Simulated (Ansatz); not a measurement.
# [OF2]+ (SMILES F[O+]F) at 6 levels

Wanted: a comparison of 6 runs (U-r2SCAN/STO-3G, UB2PLYP/STO-3G, UBHLYP/STO-3G, UPBE0/STO-3G, UMP2/STO-3G, UBCCD(T)/STO-3G) of [OF2]+. 

Program for the calculation: Ansatz 0.2.0.

16 further runs of the same task are left out: 13 that didn't finish, 3 set aside as unsound or not needed.

### Step 1. The structure to begin with

[OF2]+ has 3 atoms, charge +1, and is taken as a doublet. SMILES: `F[O+]F`. The O2–F1 distance was set to 1.931 Å, away from the relaxed value. At this shape a bond of the SMILES string is far longer than usual.

Bond lengths: O2–F3 1.287 Å. A long bond or contact: F1–O2 1.931 Å.

### Step 2. A single-point energy at U-r2SCAN/STO-3G (run 1)

The input, input.yaml:

```yaml
crystal:
  periodic: [false, false, false]
  atoms:
    - {symbol: F, position_ang: [1.392201, -0.691533, 0.691705]}
    - {symbol: O, position_ang: [0.000600, 0.484920, 0.053430]}
    - {symbol: F, position_ang: [-0.928920, -0.185540, -0.532380]}
basis:
  gaussian: {orbitals: STO-3G}
total_charge: 1
magnetization: {spin_polarized: true, initial_magnetization: 1}
hamiltonian: {xc: {name: r2SCAN}}
accuracy: high
```

Started as:

```sh
ansatz run input.yaml --threads 1 --pin off --max-ram 2610MiB --events-out events.jsonl --progress --plain --runs-dir runs
```

Output:

```text
Warning: RAYON_NUM_THREADS=1 ignored (pool sized by the plan → 1); use --threads N
Functional definition: r2SCAN
  name "r2SCAN"
  parameter k0 = 0.174
  parameter k1 = 0.065
  parameter a1 = 4.9479
  exchange = r2scan_x(k0 = k0, k1 = k1, a1 = a1)
  correlation = r2scan_c
245 factors; integrals over basis functions are off by at most 3.7e-8 eV
mean field evaluation 1: about -7345.2244 eV, gradient 3.1e1 eV
mean field evaluation 2: about -7146.7221 eV, gradient 2.3e1 eV
mean field evaluation 4: about -7329.8130 eV, gradient 1.7e1 eV
mean field evaluation 8: about -7356.8868 eV, gradient 1.2e0 eV
mean field evaluation 16: about -7357.1947 eV, gradient 2.7e-2 eV
mean field evaluation 32: about -7343.8556 eV, gradient 3.1e1 eV
mean field evaluation 64: about -7357.1931 eV, gradient 1.2e-1 eV
mean field evaluation 96: about -7356.8821 eV, gradient 7.1e-5 eV
mean field evaluation 128: about -7357.0071 eV, gradient 3.3e-2 eV
mean field evaluation 160: about -7356.8885 eV, gradient 1.3e0 eV
mean field evaluation 192: about -7357.1535 eV, gradient 1.1e0 eV
mean field -7357.19483932 eV, -270.3719234592 hartree, gradient 7.3e-8 eV, S^2 1.597346; 17 other end points of the search recorded, 0 dependent functions left out
reference -7357.19483943 eV, -270.3719234632 hartree; 13, 12 occupied and 2, 3 virtual orbitals, 245 factors
Total energy: -7357.19483943 eV, -270.3719234632 hartree
```

Run time: 40 s. Hardware: 1 thread of Arm Neoverse V1, shared host; peak memory 0.18 GiB.

### Step 3. A single-point energy at UB2PLYP/STO-3G (run 2)

The input, input.yaml:

```yaml
crystal:
  periodic: [false, false, false]
  atoms:
    - {symbol: F, position_ang: [1.392201, -0.691533, 0.691705]}
    - {symbol: O, position_ang: [0.000600, 0.484920, 0.053430]}
    - {symbol: F, position_ang: [-0.928920, -0.185540, -0.532380]}
basis:
  gaussian:
    orbitals: STO-3G
total_charge: 1
magnetization:
  spin_polarized: true
  initial_magnetization: 1
hamiltonian:
  xc: {name: B2PLYP}
correlation:
  frozen_orbitals: {F: 1, O: 1}
accuracy: high
```

Started as:

```sh
ansatz run input.yaml --threads 1 --pin off --max-ram 2610MiB --events-out events.jsonl --progress --plain --runs-dir runs
```

Output, shortened:

```text
Warning: RAYON_NUM_THREADS=1 ignored (pool sized by the plan → 1); use --threads N
Functional definition: B2PLYP
  name "B2PLYP"
[...]
245 factors; integrals over basis functions are off by at most 3.7e-8 eV
[...]
mean field -7349.66039083 eV, -270.0950375841 hartree, gradient 2.8e-8 eV, S^2 1.747494; 13 other end points of the search recorded, 0 dependent functions left out
3 core orbitals not correlated: weight in the atoms' cores, before any rotation towards them, 1.000 or more for the frozen orbitals, at most 0.000 for the correlated occupied ones
reference -7349.66039915 eV, -270.0950378900 hartree; 10, 9 occupied and 2, 3 virtual orbitals, 245 factors
second order -3.36495644 eV of doubles, -0.00000000 eV of singles
Total energy: -7350.56893739 eV, -270.1284260545 hartree
```

Run time: 36 s. Hardware: 1 thread of Arm Neoverse V1, shared host; peak memory 0.11 GiB.

Run 3 isn't shown in full; the table further down has it.

### Step 4. The energy at UPBE0/STO-3G (run 4)

The input, run.yaml:

```yaml
crystal:
  periodic: [false, false, false]
  atoms:
    - {symbol: F, position_ang: [1.392201, -0.691533, 0.691705]}
    - {symbol: O, position_ang: [0.000600, 0.484920, 0.053430]}
    - {symbol: F, position_ang: [-0.928920, -0.185540, -0.532380]}
basis:
  gaussian: {orbitals: STO-3G}
total_charge: 1
magnetization: {spin_polarized: true, initial_magnetization: 1}
hamiltonian: {xc: {name: PBE0}}
accuracy: high
```

Started as:

```sh
ansatz run run.yaml --threads 1 --pin off --max-ram 2610MiB --events-out events.jsonl --progress --plain --runs-dir runs
```

Output, shortened:

```text
Warning: RAYON_NUM_THREADS=1 ignored (pool sized by the plan → 1); use --threads N
Functional definition: PBE0
  name "PBE0"
[...]
245 factors; integrals over basis functions are off by at most 3.7e-8 eV
[...]
mean field -7352.69649249 eV, -270.2066122624 hartree, gradient 2.4e-8 eV, S^2 1.674254; 11 other end points of the search recorded, 0 dependent functions left out
reference -7352.69649292 eV, -270.2066122781 hartree; 13, 12 occupied and 2, 3 virtual orbitals, 245 factors
Total energy: -7352.69649292 eV, -270.2066122781 hartree
```

Run time: 12 s. Hardware: 1 thread of Arm Neoverse V1, shared host; peak memory 0.11 GiB.

Run 5 isn't shown in full; the table further down has it.

### Step 5. A single-point energy at UBCCD(T)/STO-3G (run 6)

Changes to run.yaml since step 4:

```diff
@@ -10,3 +10,4 @@
 magnetization: {spin_polarized: true, initial_magnetization: 1}
-hamiltonian: {xc: {name: PBE0}}
+correlation: {method: bccd_t, frozen_orbitals: {F: 1, O: 1}}
 accuracy: high
+scf: {omitted_lower_state_checks: [cluster_reference, increment]}
```

Started as:

```sh
ansatz run run.yaml --threads 1 --pin off --max-ram 2610MiB --events-out events.jsonl --progress --plain --runs-dir runs
```

Output:

```text
Warning: RAYON_NUM_THREADS=1 ignored (pool sized by the plan → 1); use --threads N
[... 19 lines left out ...]
3 core orbitals not correlated: weight in the atoms' cores, before any rotation towards them, 1.000 or more for the frozen orbitals, at most 0.000 for the correlated occupied ones
[... 153 lines left out ...]
Total energy: -7334.72026723 eV, -269.5459981687 hartree
Checks for a lower state left out: cluster_reference, increment
```

Wall time 1.4 s (1 thread of Arm Neoverse V1, shared host).

### Step 6. Overview of the runs

```
run            level  frozen core orbitals  energy (Eh)   ⟨S²⟩  wall time
  1  U-r2SCAN/STO-3G                     –  -270.371923  1.597       40 s
  2   UB2PLYP/STO-3G                     3  -270.128426  1.747       36 s
  3    UBHLYP/STO-3G                     –  -270.340137  1.743       25 s
  4     UPBE0/STO-3G                     –  -270.206612  1.674       12 s
  5      UMP2/STO-3G                     3  -269.501193  1.771     0.75 s
  6  UBCCD(T)/STO-3G                     3  -269.545998  1.771      1.4 s
```

### Step 7. Results

```
                                          quantity          value
                               run 6: total energy  -269.54600 Eh
run 6: correlation energy (3 core orbitals frozen)     -105.1 mEh
                             run 6: (T) correction      -8.84 mEh
          run 6: ⟨S²⟩ of the reference determinant          1.771
```

Totals of different functionals can't be ranked against each other. In runs 1, 2, 3, 4, 5, 6 the basis is minimal, so the values are rough. Spin contamination of the reference: run 5 ⟨S²⟩ = 1.77, run 6 ⟨S²⟩ = 1.77, run 2 ⟨S²⟩ = 1.75, run 3 ⟨S²⟩ = 1.74, run 4 ⟨S²⟩ = 1.67, run 1 ⟨S²⟩ = 1.60. Where it is this large, the reference is a mixture of spin states, and values that rest on it are in doubt. All runs together took 1.9 min, the longest 40 s.
